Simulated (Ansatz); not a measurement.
# A ladder of methods for AlH2OF (SMILES [OH][AlH][F])

The species is AlH2OF (5 atoms), meant as a singlet with charge 0. SMILES: `[OH][AlH][F]`. The shape comes from GFN2-xTB, which is rough for such elements, and wasn't checked as a minimum. This is one conformer, not always the lowest.

| atom | x (Å) | y (Å) | z (Å) |
| --- | --- | --- | --- |
| O | -1.0217 | 0.3258 | -0.3273 |
| Al | 0.4730 | -0.1391 | 0.1441 |
| F | 0.7788 | -1.5669 | 0.9121 |
| H | -1.8711 | 0.6287 | -0.6143 |
| H | 1.6411 | 0.7515 | -0.1146 |

Each level gives the energy change with the O1–Al2 bond stretched from 1.635 to 4.087 Å (eV). The values are calculated.

| level | kind | program | value (eV) | less FCI/STO-3G | CPU time (all runs) |
| --- | --- | --- | --- | --- | --- |
| SVWN5/STO-3G (restricted) | LDA | Ansatz | 6.89 | +2.57 | 1.9 s |
| PBE/STO-3G (restricted) | GGA | Ansatz | 6.33 | +2.01 | 2.5 s |
| r2SCAN/STO-3G (restricted) | meta-GGA | Ansatz | 6.74 | +2.42 | 25 s |
| r2SCAN0/STO-3G (restricted) | hybrid meta-GGA | Ansatz | 7.71 | +3.39 | 9.5 s |
| B2PLYP/STO-3G (restricted) | double hybrid | Ansatz | 5.52 | +1.20 | 4.7 s |
| MP2/STO-3G (restricted) | perturbation theory | Ansatz | 5.13 | +0.81 | 0.28 s |
| BCCD(T)/STO-3G (restricted) | coupled cluster or CI | Ansatz | 4.18 | -0.14 | 0.46 s |
| CCSD(T)/STO-3G (restricted) | coupled cluster or CI | Ansatz | 3.65 | -0.67 | 0.37 s |
| FCI/STO-3G | exact in the basis | Ansatz | 4.32 | 0.00 | 50 s |

FCI/STO-3G is exact within its basis and frozen core, so for wave-function methods in that basis the difference is their error; functionals converge differently with the basis, so for them it is only a difference. The first shape isn't each level's own minimum. The values span 3.65 to 7.71 eV. All rows use very small basis sets, so none should be taken for the real molecule's value. In so small a basis fixed costs decide the times, and correlated methods can beat functionals. CPU times are rough (shared hosts, several kinds of processor and program).
